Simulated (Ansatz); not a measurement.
# CH4OSi: energy of protonation at one site in Python

Wanted for CH4OSi: the energy of protonation at one site.

All numbers are computed with Ansatz 0.2.0 through its Python package. Level of theory: B3LYP+D4/def2-SVP.

## Step 1: The structure

Bond lengths: C1–O2 1.379 Å, O2–Si3 1.633 Å, C1–H4 1.085 Å, C1–H5 1.086 Å, C1–H6 1.132 Å, Si3–H7 1.524 Å. Angles: C1–O2–Si3 117.1°, O2–C1–H4 109.5°, O2–C1–H5 116.0°, O2–C1–H6 113.4°, H4–C1–H5 103.5°, H4–C1–H6 102.4°, H5–C1–H6 110.6°, O2–Si3–H7 110.6°.

The script holds or builds the structure itself.

## Step 2: The code

File pa_ch4osi.py:

```python
# -*- coding: utf-8 -*-
from dataclasses import dataclass
import logging
import sys

import ansatz as az
import numpy as np

logging.basicConfig(stream=sys.stdout, format="%(levelname)s:%(name)s:%(message)s")
logger = logging.getLogger("run")
logger.setLevel(logging.INFO)


@dataclass(frozen=True)
class Settings:
    basis_set: str = "def2-SVP"
    functional: str = "b3lyp"
    vdw: str = "d4"
    charge: int = 1
    fmax: float = 0.01


cfg = Settings()

geometry_ang = [
    ("C", [-0.5086, 0.365, -0.3765]),
    ("O", [-0.5671, -0.7822, 0.3866]),
    ("Si", [0.7711, -1.1811, 1.233]),
    ("H", [-1.4643, 0.523, -0.8656]),
    ("H", [0.1994, 0.354, -1.1994]),
    ("H", [-0.3912, 1.3086, 0.2381]),
    ("H", [2.0218, -0.6554, 0.5381]),
]
system = az.Crystal.molecule()
for symbol, xyz in geometry_ang:
    system = system.atom(symbol, xyz)

base = (
    system.calculation()
    .basis(gaussian=cfg.basis_set)
    .functional(cfg.functional, dispersion=cfg.vdw)
)
symbols = [site.symbol for site in system.cartesian_sites]
start = np.array([site.position_ang for site in system.cartesian_sites], dtype=float)
rep = base.relax(force_tolerance=0.01).run().report
end = np.array(rep["positions_ang"])

away = sum((end[1] - end[j]) / np.linalg.norm(end[1] - end[j]) for j in [0, 2]) + np.array([0.15, 0.1, -0.2])
proton = end[1] + 1.0 * away / np.linalg.norm(away)
acid = az.Crystal.molecule()
for symbol, place in zip(symbols, end):
    acid = acid.atom(symbol, place.tolist())
acid = acid.atom("H", proton.tolist())
protonated = (
    acid.calculation()
    .basis(gaussian=cfg.basis_set)
    .functional(cfg.functional, dispersion=cfg.vdw)
    .charge(cfg.charge)
    .relax(force_tolerance=cfg.fmax, max_steps=80)
)
after = protonated.run().report
xyz = np.array(after["positions_ang"])
reach = np.linalg.norm(xyz[:-1] - xyz[-1], axis=1)
logger.info(f"base {rep['free_energy_ev']:.5f} eV, protonated {after['free_energy_ev']:.5f} eV")
logger.info(f"the proton ends {reach.min():.3f} A from {symbols[reach.argmin()]}{reach.argmin()}")
logger.info(f"electronic proton affinity {(rep['free_energy_ev'] - after['free_energy_ev']):.3f} eV")
```

## Step 3: The input behind the calls

The engine receives this input (first run):

```yaml
crystal:
  periodic: [false, false, false]
  atoms:
    - { symbol: C, position_ang: [-0.5086, 0.365, -0.3765] }
    - { symbol: O, position_ang: [-0.5671, -0.7822, 0.3866] }
    - { symbol: Si, position_ang: [0.7711, -1.1811, 1.233] }
    - { symbol: H, position_ang: [-1.4643, 0.523, -0.8656] }
    - { symbol: H, position_ang: [0.1994, 0.354, -1.1994] }
    - { symbol: H, position_ang: [-0.3912, 1.3086, 0.2381] }
    - { symbol: H, position_ang: [2.0218, -0.6554, 0.5381] }
basis:
  gaussian:
    orbitals: def2-SVP
hamiltonian:
  xc: b3lyp
  dispersion: d4
relax:
  f_tol: 0.01
```

## Step 4: The run

Started as:

```bash
$ python pa_ch4osi.py
```

Without the output at hand: what should come out? Wanted: electronic proton affinity; moves of the relaxation of run 1; energy gained in run 1; last largest force component of run 1; moves of the relaxation of run 2; energy gained in run 2; last largest force component of run 2.

**Answer**, as computed:

```
                             quantity        value
           electronic proton affinity     8.462 eV
                        runs compared            2
     moves of the relaxation of run 1            8
               energy gained in run 1     0.535 eV
last largest force component of run 1  0.0015 eV/Å
     moves of the relaxation of run 2            5
               energy gained in run 2     0.628 eV
last largest force component of run 2  0.0054 eV/Å
```

Run 1: The relaxation took 8 moves; the largest shift is 0.488 Å, of atom 2 (O). Run 2: After 5 moves the largest shift is 0.162 Å, of atom 3 (Si). Notes:
- The proton is put on one chosen atom, which needn't be the most basic site, so the molecule's proton affinity can be higher; the ends are stationary points, not checked by frequencies, and zero-point and thermal terms count only where printed.
- b3lyp holds the VWN-RPA fit, as in Gaussian; the form of ORCA and Turbomole is b3lyp5.
